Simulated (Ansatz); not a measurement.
Input file:

```yaml
crystal:
  periodic: [false, false, false]
  atoms:
    - {symbol: Al, position_ang: [0.000000, 0.000000, 0.000000]}
    - {symbol: As, position_ang: [0.000000, 0.000000, 2.162000]}
basis:
  gaussian: {orbitals: def2-SVPD}
total_charge: 1
magnetization: {spin_polarized: true, initial_magnetization: 1}
correlation: {method: bccd, electrons: outside_noble_gas}
output: {forces: true}
```

```sh
$ ansatz run in.yaml --threads 1 --pin off --events-out ev --progress --plain --max-ram 2393MiB
```

The program prints:

```
571 factors; integrals over basis functions are off by at most 6.4e-4 eV
mean field evaluation 1: about -67357.5870 eV, gradient 1.4e1 eV
mean field evaluation 2: about -67357.6223 eV, gradient 1.4e1 eV
mean field evaluation 4: about -67359.4232 eV, gradient 1.1e0 eV
mean field evaluation 8: about -67359.4599 eV, gradient 4.5e-1 eV
mean field evaluation 16: about -67359.8109 eV, gradient 4.5e-3 eV
mean field evaluation 32: about -67359.7940 eV, gradient 3.0e-1 eV
mean field evaluation 64: about -67358.5452 eV, gradient 1.2e1 eV
mean field evaluation 96: about -67359.5850 eV, gradient 1.0e0 eV
mean field evaluation 128: about -67360.6556 eV, gradient 2.9e-6 eV
mean field evaluation 160: about -67361.0069 eV, gradient 4.9e-1 eV
...
cycle   6  -3.01995336 eV  change   -3.1e-4 eV  update   3.2e-4
cycle   7  -3.02014983 eV  change   -2.0e-4 eV  update   2.2e-4
cycle   8  -3.02028222 eV  change   -1.3e-4 eV  update   1.4e-4
cycle   9  -3.02031319 eV  change   -3.1e-5 eV  update   6.4e-5
cycle  10  -3.02032459 eV  change   -1.1e-5 eV  update   2.6e-5
cycle  11  -3.02032725 eV  change   -2.7e-6 eV  update   1.2e-5
cycle  12  -3.02032905 eV  change   -1.8e-6 eV  update   5.0e-6
cycle  13  -3.02032940 eV  change   -3.5e-7 eV  update   1.8e-6
cycle  14  -3.02032953 eV  change   -1.3e-7 eV  update   7.2e-7
cycle  15  -3.02032955 eV  change   -1.3e-8 eV  update   3.0e-7
WARN: the results are in doubt because among natural orbitals full CI differs from the method by +0.223 eV
the calculation of the forces begins
Total energy: -67364.03520149 eV, -2475.5826326717 hartree
Atom 0 at     0.000000     0.000000     0.000000 Å, force    -0.000000    -0.000000    -4.562576 eV/Å
Atom 1 at     0.000000     0.000000     2.162000 Å, force     0.000000     0.000000     4.562576 eV/Å
Dipole moment:     0.000000    -0.000000    -0.908109 e Å
In doubt: among natural orbitals full CI differs from the method by +0.223 eV
```

Forces (eV/Å):
```
Al   0.000  0.000 -4.563
As   0.000  0.000  4.563
```

Ran on 1 thread of Arm Neoverse V2, shared host: 24 s wall, 0.21 GiB peak host memory.
